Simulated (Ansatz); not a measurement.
A run for Ansatz (a program for electronic structure): U-B2PLYP/def2-TZVPPD on C2H6NH2ts, 2S+1 = 2. Files ending in .json are basis or fitting sets from the Basis Set Exchange.

Ansatz 0.2 input:
```yaml
crystal:
  periodic: [false, false, false]
  atoms:
    - {symbol: C, position_ang: [-1.48570000, -0.44815600, -0.00001900]}
    - {symbol: C, position_ang: [-0.50504200, 0.70174000, 0.00002900]}
    - {symbol: N, position_ang: [1.86516100, -0.34016700, -0.00005700]}
    - {symbol: H, position_ang: [-1.35419300, -1.07650500, -0.88050300]}
    - {symbol: H, position_ang: [-1.35415900, -1.07661100, 0.88038500]}
    - {symbol: H, position_ang: [-2.51702500, -0.08617300, 0.00002500]}
    - {symbol: H, position_ang: [-0.52222400, 1.31611800, -0.89721800]}
    - {symbol: H, position_ang: [-0.52220500, 1.31602900, 0.89733800]}
    - {symbol: H, position_ang: [0.66504700, 0.14796100, -0.00003400]}
    - {symbol: H, position_ang: [2.24664400, 0.15971700, -0.80480600]}
    - {symbol: H, position_ang: [2.24643900, 0.15913300, 0.80515100]}
basis:
  gaussian:
    orbitals: def2-TZVPPD.json
hamiltonian:
  xc: {name: B2PLYP}
magnetization: {spin_polarized: true, initial_magnetization: 1}
correlation: {electrons: outside_noble_gas}
```

The log:

```
WARN ansatz: RAYON_NUM_THREADS=2 ignored (pool sized by the plan → 2); use --threads N
Functional definition: B2PLYP
integrals: 0.63 GiB planned
1396 factors; integrals over basis functions are off by at most 1.0e-3 eV
mean field: 1.62 GiB planned
mean field evaluation 1: about -3679.1902 eV, gradient 3.6e1 eV
mean field evaluation 2: about -3679.2155 eV, gradient 3.6e1 eV
mean field evaluation 4: about -3685.0053 eV, gradient 3.6e0 eV
mean field evaluation 8: about -3685.0832 eV, gradient 4.3e-1 eV
mean field evaluation 16: about -3685.0863 eV, gradient 1.6e-3 eV
mean field -3685.08631343 eV, -135.4244241773 hartree, gradient 6.2e-6 eV, S^2 0.768806; 0 other end points of the search recorded, 0 dependent functions left out
3 core orbitals not correlated
reference -3685.08648893 eV, -135.4244306267 hartree; 11, 10 occupied and 233, 234 virtual orbitals, 1396 factors
second order -19.38463501 eV of doubles, -0.00000000 eV of singles
Total energy: -3690.32034038 eV, -135.6167711200 hartree
```

Self-consistency was reached.

Cost: around 17 core-seconds (rough).
